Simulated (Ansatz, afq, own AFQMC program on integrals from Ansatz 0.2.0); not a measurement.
Two steps: Ansatz 0.2.0 writes the Fock matrix and Cholesky factors of the valence space, and afq projects on them the lowest state that overlaps trial and start.

```yaml
crystal:
  periodic: [false, false, false]
  atoms:
    - {symbol: B, position_ang: [0.000000, 0.000000, 1.368886]}
    - {symbol: Al, position_ang: [0.000000, 0.000000, -0.689391]}
    - {symbol: H, position_ang: [0.000000, 1.077612, 1.885924]}
    - {symbol: H, position_ang: [0.000000, -1.077612, 1.885924]}
basis:
  gaussian: {orbitals: aug-cc-pVDZ}
magnetization: {spin_polarized: true, initial_magnetization: 2}
correlation: {method: ccsd_t, electrons: outside_noble_gas, hamiltonian_folder: ham}
```

```sh
$ ansatz run in.yaml --threads 1 --pin off --events-out ev --progress --plain --max-ram 16896MiB --backend cuda --devices 0, --max-vram 18GiB
```

afq runs on the folder ham with

```
--method phaseless --trial hf --walkers 2400 --populations 20 --least-time 40 --time-step 0.005 --steps-per-block 20 --equilibration-blocks 112 --max-blocks 4000 --target-error 0.0008500 --factor-cut 1e-05 --start spin_pure --seed 9461 --taylor-order 6
```

Times are imaginary, in 1/Eh. The walk had a cap of 98 s. With eight or more populations the least sampling time is a fifth of least-time, and the error comes from their spread.

Output of the walk:

```
orbitals 62  electrons 5 3  factors 506 of 669
reference energy -267.67713846 Eh
CCSD correlation -0.15855196 Eh in 12 cycles, weight of the determinant in the CISD state 0.8835
energy of the start -267.677468 Eh
 block  time / (1/Eh)  mean weight  energy / Eh
     1     0.100  1.0004  -267.703211
     2     0.200  1.0008  -267.724122
     3     0.300  1.0009  -267.740710
     4     0.400  1.0010  -267.754216
     5     0.500  1.0007  -267.765421
    10     1.000  1.0004  -267.802800
    25     2.500  1.0003  -267.831626
    29     2.900  0.9998  -267.835593
    49     4.900  1.0000  -267.838228
    69     6.900  0.9998  -267.838392
    89     8.900  1.0002  -267.842825
   109    10.900  0.9998  -267.843858
   113    11.300  0.9998  -267.844308
   129    12.900  0.9997  -267.836105
   149    14.900  1.0002  -267.835100
   169    16.900  0.9998  -267.840143
   189    18.900  1.0003  -267.838292
error from the spread of 20 populations
energy -267.839346 +/- 0.000682 Eh
(rows thinned)
```

The run passed its tests (sampling time, drift between the halves within three errors, error under three times the target), which doesn't prove that it has relaxed.

Against this walk (error 18.6 meV) on the same determinant: CCSD(T) 61.4 meV lower, CCSDT(Q) 108.4 meV lower, a separate phaseless walk with a CISD trial and standard settings 94.2 ± 19.1 meV lower. The error is statistical and leaves out the bias of the constraint. CCSDT(Q) is the surest value here, so the walk's 108 meV above it is most likely the bias of the constraint with this trial, which can have either sign.

Cautions: constraint bias not in the error.

The walk took 58 s on 1 × NVIDIA H100 80GB HBM3 with 2 threads of AMD EPYC 7R13 Processor (Zen 3) (shared host) (the card was shared). The log's last line is the phaseless energy.

CCSDT and higher add their correlation energy to the determinant of the CCSD(T) run, since their own runs factorise the integrals more tightly (a shift of under 2 meV). A walk keeps the symmetry of its determinant, which the program's search chose and which needn't be the lowest solution, so a lower state of the same spin and another symmetry isn't excluded.
